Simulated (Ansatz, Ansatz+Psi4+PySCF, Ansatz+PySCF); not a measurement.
```json
{"atom": "C", "x (Å)": "0.0388", "y (Å)": "0.6950", "z (Å)": "0.0120"}
{"atom": "N", "x (Å)": "0.0713", "y (Å)": "-0.7571", "z (Å)": "-0.0031"}
{"atom": "H", "x (Å)": "-0.9335", "y (Å)": "1.1582", "z (Å)": "0.0026"}
{"atom": "H", "x (Å)": "-0.4583", "y (Å)": "-1.1081", "z (Å)": "-0.8304"}
{"atom": "H", "x (Å)": "0.5738", "y (Å)": "1.0629", "z (Å)": "0.8787"}
{"atom": "H", "x (Å)": "0.5931", "y (Å)": "1.0578", "z (Å)": "-0.8607"}
```

Basis set: cc-pVTZ (spherical functions). Correlated methods keep 2 orbitals frozen. Correlation on ROHF uses semicanonical orbitals with singles. Charge 0, multiplicity 2.

Computed with Ansatz (development build ahead of 0.2.0); each method stands on the lowest determinant of its kind that the runs found.

Q: Give the atomization energy at this shape (free ground-state atoms in the same class of orbitals less the molecule, no zero-point energy) of doublet CH₄N by ROHF-MP2, UHF-MP2.

A:

```csv
method,atomization energy
ROHF-MP2,19.89 eV
UHF-MP2,19.86 eV
```
